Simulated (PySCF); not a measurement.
## Ionising SiCl

B2PLYP; basis Si def2-TZVPPD, Cl def2-TZVPPD; no relativity; PySCF 2.14. Neutral (UKS): doublet (π ↑), Re = 2.077 Å, ωe = 522 cm⁻¹, De = 4.36 eV, HOMO -6.12 eV, LUMO -1.82 eV.

SiCl⁺ (UKS): singlet (closed shell), Re = 1.961 Å, ωe = 664 cm⁻¹, De = 5.12 eV to Si⁺ + Cl. The energies at the minima are -749.43684 hartree for SiCl and -749.17034 for SiCl⁺.

(1) Work out the adiabatic ionisation energy, without and with harmonic zero-point energies (1 hartree = 27.2114 eV, 1 eV = 8065.5 cm⁻¹), and the change of the bond length.

SiCl⁻ (UKS): triplet (π ↑↑), Re = 2.266 Å, ωe = 347 cm⁻¹, De = 1.88 eV to Si + Cl⁻. The energies at the minima are -749.43684 hartree for SiCl and -749.47688 for SiCl⁻.

(2) Work out the adiabatic electron affinity, without and with harmonic zero-point energies (1 hartree = 27.2114 eV, 1 eV = 8065.5 cm⁻¹), and the change of the bond length.

Correlated steps freeze 10 core orbitals. For an ion De counts to the pair picked by the measured ionisation energies or electron affinities, which need not be the lowest pair at this level. B2PLYP dipoles, levels and charges come from its SCF part alone. States were picked by a PBE0 search and need not be the measured ground states.

Results:

(1) At B2PLYP: 0.26650 hartree = 7.252 eV between the minima; the zero-point term (664.0 − 522.0)/2 cm⁻¹ = +0.009 eV makes it 7.261 eV. Re changes by -11.6 pm against the neutral. The electron leaves a π orbital, and the shorter bond of the ion fits an antibonding orbital, or a change in how ionic the bond is.

(2) At B2PLYP: 0.04004 hartree = 1.090 eV between the minima; the zero-point term (522.0 − 347.0)/2 cm⁻¹ = +0.011 eV makes it 1.100 eV. Re changes by +18.9 pm against the neutral. The electron enters a π orbital, and the longer bond of the ion fits an antibonding orbital, or a change in how ionic the bond is.
